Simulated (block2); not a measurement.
# DMRG/ANO-RCC-MB run of BF2 (SMILES F[B]F)

What is the vertical ionisation energy of BF2 at DMRG/ANO-RCC-MB? 

The results are computed with block2 0.5.4.

5 further runs of the same task are left out: 2 that didn't finish, 3 set aside as unsound or not needed. Runs told in other sessions of the task aren't counted.

**1. The molecule**

BF2: 3 atoms, total charge 0, spin state doublet. SMILES: `F[B]F`. Geometry: relaxed at PBE0-D4/def2-TZVP.

Bond lengths: F1–B2 1.306 Å, B2–F3 1.306 Å. Angles: F1–B2–F3 121.1°.

**2. A single-point energy at DMRG/ANO-RCC-MB**

dmrg.py reads:

```python
import numpy as np
from pyscf import cc, dft, gto, mcscf, mp, scf
from pyblock2._pyscf.ao2mo import integrals as itg
from pyblock2.driver.core import DMRGDriver, SymmetryTypes

geom = """
F      0.513100    -1.044300     0.160000
B      0.279000     0.240500     0.181300
F     -0.802900     0.738900    -0.354600
"""
mol = gto.M(
    atom=geom,
    basis="ano-rcc-mb",
    spin=1,
    verbose=4,
    max_memory=2000,
)
print("nao                      = %d" % (mol.nao))
mf = scf.ROHF(mol)
mf.conv_tol = 1e-10
mf.max_cycle = 200
mf.kernel()
if not mf.converged:
    mf = mf.newton().run(mf.mo_coeff, mf.mo_occ)
print(f"E(HF)                    = {mf.e_tot:.10f}")
ref = scf.UHF(mol).run(mf.make_rdm1(), conv_tol=1e-10)
pt = mp.MP2(ref, frozen=3).run()
mycc = cc.CCSD(ref, frozen=3)
mycc.max_cycle = 150
mycc.kernel()
print("MP2 total energy         = %.10f" % (pt.e_tot))
if mycc.converged:
    print(f"E(CCSD)                  = {mycc.e_tot:.10f}")
    print(f"CCSD(T) total energy     = {mycc.e_tot + mycc.ccsd_t():.10f}")
ks = dft.UKS(mol, xc="r2scan").set(conv_tol=1e-9, verbose=3).run(mf.make_rdm1())
if ks.converged:
    print("E(r2SCAN)                = %.8f" % (ks.e_tot))
ks = dft.UKS(mol, xc="pbe0").set(conv_tol=1e-9, verbose=3).run(mf.make_rdm1())
if ks.converged:
    print(f"E(PBE0)                  = {ks.e_tot:.8f}")
ks = dft.UKS(mol, xc="tpssh").set(conv_tol=1e-9, verbose=3).run(mf.make_rdm1())
if ks.converged:
    print("E(TPSSh)                 = %.8f" % (ks.e_tot))
ks = dft.UKS(mol, xc="camb3lyp").set(conv_tol=1e-9, verbose=3).run(mf.make_rdm1())
if ks.converged:
    print(f"E(CAM-B3LYP)             = {ks.e_tot:.8f}")
occ_no, mo = mcscf.addons.make_natural_orbitals(cc.CCSD(mf.to_uhf(), frozen=3).run())
mf.mo_coeff = mo
ncas, n_elec, spin, ecore, h1e, g2e, orb_sym = itg.get_rhf_integrals(mf, ncore=3, ncas=12, pg_symm=False, g2e_symm=1)
driver = DMRGDriver(scratch="./tmp", symm_type=SymmetryTypes.SU2, stack_mem=1500 << 20, n_threads=1)
idx = driver.orbital_reordering(h1e, g2e, method="fiedler")
print("orbital order:", idx.tolist())
h1e = h1e[np.ix_(idx, idx)]
g2e = g2e[np.ix_(idx, idx, idx, idx)]
orb_sym = np.array(orb_sym)[idx]
driver.initialize_system(n_sites=ncas, n_elec=n_elec, spin=spin, orb_sym=orb_sym)
mpo = driver.get_qc_mpo(h1e=h1e, g2e=g2e, ecore=ecore, iprint=1)
occs = np.array([1.7] * 8 + [1.0] * 1 + [0.3] * 3)[idx]
ket = driver.get_random_mps(tag="GS", bond_dim=25, nroots=1, occs=occs)
bond_dims = [25] * 4 + [50] * 2 + [75] * 3 + [100] * 4
noises = [0.001] * 4 + [0.0001] * 2 + [0.0001] * 3 + [1e-05] * 4 + [0]
thrds = [1e-09] * 13
e = driver.dmrg(mpo, ket, n_sweeps=19, tol=1e-06, bond_dims=bond_dims, noises=noises, thrds=thrds, iprint=2)
ms, dws, es = driver.get_dmrg_results()
print("max discarded weight     = %.3e" % (dws[-1]))
print(f"total energy             = {e:.10f}")
dm1 = driver.get_1pdm(ket)
print("NOONs                    =", np.round(np.linalg.eigvalsh(dm1)[::-1], 5).tolist())
c_act = mf.mo_coeff[:, 3:15][:, idx]
dm_ao = c_act @ dm1 @ c_act.T + 2 * mf.mo_coeff[:, :3] @ mf.mo_coeff[:, :3].T
print("dipole moment (debye)    =", np.round(scf.hf.dip_moment(mol, dm_ao, verbose=0), 4).tolist())
print(f"largest bipartite entropy = {max(driver.get_bipartite_entanglement(ket)):.4f}")
csf, coef = driver.get_csf_coefficients(ket, cutoff=0.05, iprint=1)
print(f"c0^2                     = {np.max(np.abs(coef)) ** 2:.4f}")
ci = mcscf.CASCI(mf, 12, (9, 8))
ci.fix_spin_(ss=0.75)
ci.fcisolver.conv_tol = 1e-10
ci.fcisolver.max_cycle = 200
ci.kernel()
print(f"E(FCI)                   = {ci.e_tot:.10f}")
```

Command:

```bash
$ python dmrg.py
```

The log of the run:

```text
[INPUT] verbose = 4
[INPUT] num. atoms = 3
[INPUT] num. electrons = 23
[INPUT] charge = 0
[INPUT] spin (= nelec alpha-beta = 2S) = 1
[INPUT] symmetry False subgroup None
[INPUT] Mole.unit = angstrom
[INPUT] Symbol           X                Y                Z      unit          X                Y                Z       unit  Magmom
[INPUT]  1 F      0.513100000000  -1.044300000000   0.160000000000 AA    0.969618474514  -1.973440991883   0.302356179930 Bohr   0.0
[INPUT]  2 B      0.279000000000   0.240500000000   0.181300000000 AA    0.527233588754   0.454479132958   0.342607346384 Bohr   0.0
[INPUT]  3 F     -0.802900000000   0.738900000000  -0.354600000000 AA   -1.517261105413   1.396318633441  -0.670096883771 Bohr   0.0

[... 102 lines left out ...]
converged SCF energy = -223.468707241855  <S^2> = 0.75238888  2S+1 = 2.0023875
[... 192 lines left out ...]
 <-- Site =    0-   1 .. Mmps =   25 Ndav =   2 E =   -223.5353253809 Error = 7.61e-20 FLOPS = 1.38e+08 Tdav = 0.00 T = 0.01
[... 69 lines left out ...]
 <-- Site =   10-  11 .. Mmps =    3 Ndav =   1 E =   -223.5429273677 Error = 0.00e+00 FLOPS = 2.53e+08 Tdav = 0.00 T = 0.00
[... 60 lines left out ...]
 --> Site =    1-   2 .. Mmps =   15 Ndav =   1 E =   -223.5432669613 Error = 0.00e+00 FLOPS = 1.14e+09 Tdav = 0.00 T = 0.02
[... 60 lines left out ...]
 <-- Site =    8-   9 .. Mmps =   35 Ndav =   1 E =   -223.5433286821 Error = 0.00e+00 FLOPS = 2.14e+09 Tdav = 0.00 T = 0.04
[... 42 lines left out ...]
 <-- Site =    5-   6 .. Mmps =  100 Ndav =   2 E =   -223.5433290151 Error = 2.35e-08 FLOPS = 3.76e+09 Tdav = 0.07 T = 0.33
 <-- Site =    4-   5 .. Mmps =  100 Ndav =   3 E =   -223.5433336815 Error = 1.01e-06 FLOPS = 3.73e+09 Tdav = 0.08 T = 0.21
 <-- Site =    3-   4 .. Mmps =  100 Ndav =   4 E =   -223.5433401179 Error = 2.61e-06 FLOPS = 3.66e+09 Tdav = 0.05 T = 0.12
 <-- Site =    2-   3 .. Mmps =  100 Ndav =   2 E =   -223.5433299209 Error = 1.82e-19 FLOPS = 2.52e+09 Tdav = 0.01 T = 0.05
 <-- Site =    1-   2 .. Mmps =   91 Ndav =   1 E =   -223.5433299209 Error = 3.48e-20 FLOPS = 1.59e+09 Tdav = 0.00 T = 0.04
 <-- Site =    0-   1 .. Mmps =   65 Ndav =   1 E =   -223.5433299209 Error = 9.14e-21 FLOPS = 6.77e+08 Tdav = 0.00 T = 0.02
[... 15 lines left out ...]
Sum of weights of included CSF =    0.961016466188775
[... 1 line left out ...]
CSF          0 -00222222022  =   -0.976650421043799
CSF          1 -0+2-2222+2-  =    0.068055448873534
CSF          2 -00222222220  =    0.050387271630523
c0^2                     = 0.9538

******** <class 'pyscf.mcscf.casci.CASCI'> ********
CAS (9e+8e, 12o), ncore = 3, nvir = 0
natorb = False
canonicalization = True
sorting_mo_energy = False
max_memory 2000 MB (current use 311 MB)
******** <class 'pyscf.fci.addons.SpinPenaltyFCISolver'> ********
max. cycles = 200
conv_tol = 1e-10
davidson only = True
linear dependence = 1e-12
level shift = 0.001
max iter space = 12
max_memory 2000 MB
nroots = 1
pspace_size = 400
spin = None
Density matrix diagonal elements [1.99957288 1.99924194 1.99400471 1.9911379  1.98343443 1.98468569
 1.98059989 1.97993072 1.00453781 0.03878605 0.0255831  0.01848488]
CASCI converged
CASCI E = -223.543348175549  E(CI) = -79.0331712786648  S^2 = 0.7500000
E(FCI)                   = -223.5433481755
```

Wall time 28 s (1 thread of Arm Neoverse V1, shared host); peak memory 0.29 GiB.

**3. The singlet cation: the energy at DMRG/ANO-RCC-MB**

dmrg.py reads:

```python
import numpy as np
from pyscf import cc, dft, gto, mp, scf
from pyblock2._pyscf.ao2mo import integrals as itg
from pyblock2.driver.core import DMRGDriver, SymmetryTypes
from scipy.stats import linregress

mol = gto.M(atom=[
    ("F", (0.513100, -1.044300, 0.160000)),
    ("B", (0.279000, 0.240500, 0.181300)),
    ("F", (-0.802900, 0.738900, -0.354600)),
], basis="ano-rcc-mb", charge=1, verbose=4)
print("basis functions               : %d" % (mol.nao))
mf = scf.UHF(mol)
mf.conv_tol = 1e-10
mf.max_cycle = 200
mf.kernel()
if not mf.converged:
    mf = mf.newton().run(mf.mo_coeff, mf.mo_occ)
# make sure the determinant is stable
for _ in range(5):
    mo, _, ok, _ = mf.stability(return_status=True)
    if ok:
        break
    mf.kernel(mf.make_rdm1(mo, mf.mo_occ))
print("reference energy              : %.10f" % (mf.e_tot))
print(f"reference S^2                 : {mf.spin_square()[0]:.4f}")
# MP2, CCSD and CCSD(T) with the same frozen core
ref = mf
pt = mp.MP2(ref, frozen=3).run()
mycc = cc.CCSD(ref, frozen=3)
mycc.max_cycle = 150
mycc.kernel()
print(f"MP2 total energy              : {pt.e_tot:.10f}")
if mycc.converged:
    print(f"CCSD total energy             : {mycc.e_tot:.10f}")
    print("E(CCSD(T))                    : %.10f" % (mycc.e_tot + mycc.ccsd_t()))
# a few density functionals on the same geometry and basis
ks = dft.UKS(mol, xc="r2scan").set(conv_tol=1e-9, verbose=3).run(mf.make_rdm1())
if ks.converged:
    print("E(r2SCAN)                     : %.8f" % (ks.e_tot))
ks = dft.UKS(mol, xc="pbe0").set(conv_tol=1e-9, verbose=3).run(mf.make_rdm1())
if ks.converged:
    print("E(PBE0)                       : %.8f" % (ks.e_tot))
ks = dft.UKS(mol, xc="tpssh").set(conv_tol=1e-9, verbose=3).run(mf.make_rdm1())
if ks.converged:
    print("E(TPSSh)                      : %.8f" % (ks.e_tot))
ks = dft.UKS(mol, xc="camb3lyp").set(conv_tol=1e-9, verbose=3).run(mf.make_rdm1())
if ks.converged:
    print("E(CAM-B3LYP)                  : %.8f" % (ks.e_tot))
ncas, n_elec, spin, ecore, h1e, g2e, orb_sym = itg.get_uhf_integrals(mf, ncore=3, ncas=12, pg_symm=False, g2e_symm=8)
driver = DMRGDriver(scratch="./tmp", symm_type=SymmetryTypes.SZ, stack_mem=1500 << 20, n_threads=1)
driver.initialize_system(n_sites=ncas, n_elec=n_elec, spin=spin, orb_sym=orb_sym)
mpo = driver.get_qc_mpo(h1e=h1e, g2e=g2e, ecore=ecore, iprint=1)
ket = driver.get_random_mps(tag="GS", bond_dim=37, nroots=1)
bond_dims = [37] * 2 + [75] * 3 + [150] * 4
noises = [0.0001] * 2 + [0.0001] * 3 + [1e-05] * 4 + [0]
thrds = [1e-07] * 9
e = driver.dmrg(mpo, ket, n_sweeps=15, tol=1e-07, bond_dims=bond_dims, noises=noises, thrds=thrds, iprint=1)
ms, dws, es = driver.get_dmrg_results()
print("DW                            : %.3e" % (dws[-1]))
print("total energy                  : %.10f" % (e))
dm1 = driver.get_1pdm(ket)
print("natural occupations           :", np.round(np.concatenate([np.linalg.eigvalsh(x)[::-1] for x in dm1]), 5).tolist())
print("orbital entropies             :", np.round(driver.get_orbital_entropies(ket, orb_type=1), 4).tolist())
print("max block entropy             : %.4f" % (max(driver.get_bipartite_entanglement(ket))))
# reverse schedule: lower the bond dimension without noise and extrapolate in the discarded weight
ket = driver.adjust_mps(ket, dot=2)[0]
back = [90, 75, 60, 45]
driver.dmrg(mpo, ket, n_sweeps=4 * len(back), tol=0, bond_dims=[m for m in back for _ in range(4)], noises=[0] * (4 * len(back)), thrds=[1e-9] * (4 * len(back)), iprint=1)
ms, dws, es = driver.get_dmrg_results()
ms, dws, es = ms[3::4], dws[3::4], np.array(es)[3::4, 0]
fit = linregress(dws, es)
print("M values                      :", np.round(ms, 1).tolist())
print("discarded weights             :", np.round(dws, 12).tolist())
print("E(M)                          :", np.round(es, 9).tolist())
print(f"E(DW -> 0)                    : {fit.intercept:.8f}")
print("extrapolation error           : %.3e" % (abs(fit.intercept - es.min()) / 5))
```

Command:

```bash
$ python dmrg.py
```

The log of the run:

```text
[INPUT] verbose = 4
[INPUT] num. atoms = 3
[INPUT] num. electrons = 22
[INPUT] charge = 1
[INPUT] spin (= nelec alpha-beta = 2S) = 0
[INPUT] symmetry False subgroup None
[INPUT] Mole.unit = angstrom
[INPUT] Symbol           X                Y                Z      unit          X                Y                Z       unit  Magmom
[INPUT]  1 F      0.513100000000  -1.044300000000   0.160000000000 AA    0.969618474514  -1.973440991883   0.302356179930 Bohr   0.0
[INPUT]  2 B      0.279000000000   0.240500000000   0.181300000000 AA    0.527233588754   0.454479132958   0.342607346384 Bohr   0.0
[INPUT]  3 F     -0.802900000000   0.738900000000  -0.354600000000 AA   -1.517261105413   1.396318633441  -0.670096883771 Bohr   0.0

[... 68 lines left out ...]
converged SCF energy = -223.028549750652  <S^2> = -7.1054274e-15  2S+1 = 1
[... 26 lines left out ...]
Init t2, MP2 energy = -0.0872368757007223
[... 15 lines left out ...]
MP2 total energy              : -223.1157866258
[... 12 lines left out ...]
converged SCF energy = -223.912290572903  <S^2> = -8.8817842e-15  2S+1 = 1
[... 21 lines left out ...]
converged SCF energy = -224.004398815453  <S^2> = -8.8817842e-15  2S+1 = 1
[... 12 lines left out ...]
integral symmetrize error =  0.0
integral cutoff error =  0.0
[... 63 lines left out ...]
total energy                  : -223.1357006894
[... 37 lines left out ...]
Sweep =   11 | Direction = backward | Bond dimension =   60 | Noise =  0.00e+00 | Dav threshold =  1.00e-09
Time elapsed =     16.948 | E =    -223.1324310952 | DE = 7.43e-06 | DW = 3.73724e-04

Sweep =   12 | Direction =  forward | Bond dimension =   45 | Noise =  0.00e+00 | Dav threshold =  1.00e-09
Time elapsed =     17.711 | E =    -223.1313466562 | DE = 1.08e-03 | DW = 8.48260e-04

Sweep =   13 | Direction = backward | Bond dimension =   45 | Noise =  0.00e+00 | Dav threshold =  1.00e-09
Time elapsed =     18.372 | E =    -223.1301610330 | DE = 1.19e-03 | DW = 7.19941e-04

Sweep =   14 | Direction =  forward | Bond dimension =   45 | Noise =  0.00e+00 | Dav threshold =  1.00e-09
Time elapsed =     19.029 | E =    -223.1302797941 | DE = -1.19e-04 | DW = 6.79136e-04

Sweep =   15 | Direction = backward | Bond dimension =   45 | Noise =  0.00e+00 | Dav threshold =  1.00e-09
Time elapsed =     19.681 | E =    -223.1302789313 | DE = 8.63e-07 | DW = 6.79033e-04

M values                      : [90, 75, 60, 45]
discarded weights             : [0.000152084874, 0.000205538854, 0.000373724212, 0.000679032782]
E(M)                          : [-223.134502024, -223.133679335, -223.132431095, -223.130278931]
E(DW -> 0)                    : -223.13544054
extrapolation error           : 1.877e-04
```

It took 71 s on 1 thread of Arm Neoverse V1, shared host; peak memory 0.4 GiB.

**4. Outcome**

Level: DMRG/ANO-RCC-MB, 3 core orbitals frozen.

| quantity | value |
| --- | --- |
| run 1, DMRG/ANO-RCC-MB: total energy | -223.54334 Eh |
| run 1, DMRG/ANO-RCC-MB: dipole moment (of the density that the program reports) | 0.61 D |
| singlet cation: total energy | -223.13570 Eh |
| vertical ionisation energy (to the singlet cation) | 11.092 eV |

What this shows: The vertical ionisation energy comes to 11.09 eV (256 kcal/mol). Only the singlet of the ionised species was computed; a triplet could lie lower. In a minimal basis such a difference can be off by several eV, whatever the method. The basis (run 1, DMRG/ANO-RCC-MB) was made for a relativistic Hamiltonian, but the run is non-relativistic. The basis (singlet cation) was made for a relativistic Hamiltonian, but the run is non-relativistic.
